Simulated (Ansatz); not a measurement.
Computed with Ansatz on PBE0-D4/def2-TZVP structures; ΔE is electronic, products minus reactants. CBS: MP2 limit from def2 TZ/QZ plus the TZ coupled-cluster correction, frozen cores. This one scheme is used for every species. DFT in def2-TZVPP. Each species was taken in one conformer, which may not be the lowest.

Reaction (hydrogenolysis of a C–C bond): `C=CCCCl` + H₂ → `CCCl` + ethylene

```json
{"level": "PBE-D4", "ΔE (eV)": "-0.48"}
{"level": "BLYP", "ΔE (eV)": "-0.66"}
{"level": "CCSD(T)/def2-SVP", "ΔE (eV)": "-0.51"}
{"level": "HF/def2-QZVPP", "ΔE (eV)": "-0.78"}
```

Problem. What does CCSD(T)/CBS give? (Estimate.)

Solution. Computed: -0.52 eV. The listed levels differ from it by 0.04, -0.14, 0.01, -0.26 eV.

Largest T1 diagnostic among the species: 0.011.

In def2-TZVPP, CCSD(T) changes the Hartree–Fock value by +0.25 eV (the triples alone add +0.05 eV) and MP2 by +0.32 eV. The D4 term adds +0.12 eV with B3LYP and +0.07 eV with PBE0; it sums over pairs of atoms, weighted by their polarisabilities, and B3LYP, whose exchange is more repulsive, gets the larger term.

B3LYP here is the variant with VWN-RPA as its local correlation; programs differ in this.
